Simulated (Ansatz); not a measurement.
**Structure relaxation of BeTlMo**

Computed with Ansatz, DFT PBE, scalar-relativistic, plane waves, PAW. Cutoff 420 eV, Γ-centred k mesh, Gaussian smearing, no spin polarisation in the final step.

This is the end of a relaxation of cell and atoms.

```xyz
6
Lattice="4.6998 0.0000 0.0000 -2.3499 4.0701 0.0000 0.0000 0.0000 5.4622" Properties=species:S:1:pos:R:3 pbc="T T T"
Be    0.0000    0.0000    0.0000
Be    0.0000    0.0000    2.7311
Tl    0.0000    2.7134    1.3655
Tl    2.3499    1.3567    4.0966
Mo    0.0000    2.7134    4.0966
Mo    2.3499    1.3567    1.3655
```

The zero of energy is the elements' standard structures at the same level; no fitted shifts are applied.

(1) What space group does it have?

(2) What is its formation energy per atom?

(3) Is it a metal?

Results:

(1) P6_3/mmc (No. 194). Conventional cell: a = 4.700 Å, c = 5.462 Å. Be has 2 Be at 2.73 Å, 6 Tl at 3.04 Å and 6 Mo at 3.04 Å; around Tl lie 5 Mo at 2.71–2.73 Å and 6 Be at 3.04 Å; Mo is coordinated by 5 Tl at 2.71–2.73 Å and 6 Be at 3.04 Å.

(2) 1.19 eV/atom.

(3) Yes, bands cross the Fermi level on the 12×12×8 mesh.

The final run used a 12×12×8 mesh on its 6-atom cell and 0.10 eV smearing. The k mesh leaves about 4 meV/atom of noise in metals. Spin–orbit coupling is left out. The cell came from a trial start, so BeTlMo may not exist in this structure.

Cost: 3 runs of about 1.7 core-minutes in all, on Arm Neoverse V1 (shared hosts).